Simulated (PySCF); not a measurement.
**Which determinant of NH lies lowest?**

Unrestricted PBE0; H jorge-DZP-DKH, N jorge-DZP-DKH; spin-free X2C with a Gaussian nucleus (PySCF 2.14). Outer shells of the fragments: H 1s1; N 2s2 2p3.

Followed along the bond (rough minima from three points):

```csv
2Ms+1,unpaired,⟨S²⟩ at the start,R at minimum (Å),Te (eV)
3,π ↑↑,2.01,1.06,0.00
1,π ↑↓,1.00,1.06,0.64
```

Solutions found at the starting distance of 0.975 Å, counted from the lowest of them; the search is not exhaustive and high or unbound solutions are not listed, so other states can lie among these:

```json
{"2Ms+1": "3", "unpaired": "π ↑↑", "term": "³Σ⁻", "E (eV)": "0.00", "⟨S²⟩": "2.01", "⟨Lz²⟩": "0.00", "μ (D)": "-1.68"}
{"2Ms+1": "1", "unpaired": "π ↑↓", "term": "mixed", "E (eV)": "0.64", "⟨S²⟩": "1.00", "⟨Lz²⟩": "2.01", "μ (D)": "-1.67"}
{"2Ms+1": "1", "unpaired": "none", "term": "mixed", "E (eV)": "2.49", "⟨S²⟩": "0.00", "⟨Lz²⟩": "2.00", "μ (D)": "-1.70"}
{"2Ms+1": "3", "unpaired": "σ ↑, π ↑", "term": "³Π", "E (eV)": "3.66", "⟨S²⟩": "2.00", "⟨Lz²⟩": "1.00", "μ (D)": "-1.27"}
{"2Ms+1": "1", "unpaired": "σ ↓, π ↑", "term": "mixed", "E (eV)": "4.46", "⟨S²⟩": "1.01", "⟨Lz²⟩": "1.00", "μ (D)": "-1.44"}
{"2Ms+1": "5", "unpaired": "σ ↑↑, π ↑↑", "term": "⁵Σ⁻", "E (eV)": "9.71", "⟨S²⟩": "6.00", "⟨Lz²⟩": "0.00", "μ (D)": "3.60"}
{"2Ms+1": "3", "unpaired": "σ ↑, π ↑", "term": "³Π", "E (eV)": "9.88", "⟨S²⟩": "2.00", "⟨Lz²⟩": "1.00", "μ (D)": "3.20"}
```

A term symbol is given only where ⟨S²⟩ and ⟨Lz²⟩ are close to those of a pure state; real π, δ and φ orbitals otherwise mix terms. A positive dipole means H(−)N(+).

The measured ground state is X ³Σ- (Huber and Herzberg, Constants of Diatomic Molecules (1979)).

Counting both spins, an empty level lies below a filled one in some of these solutions, because spin and occupation are held.
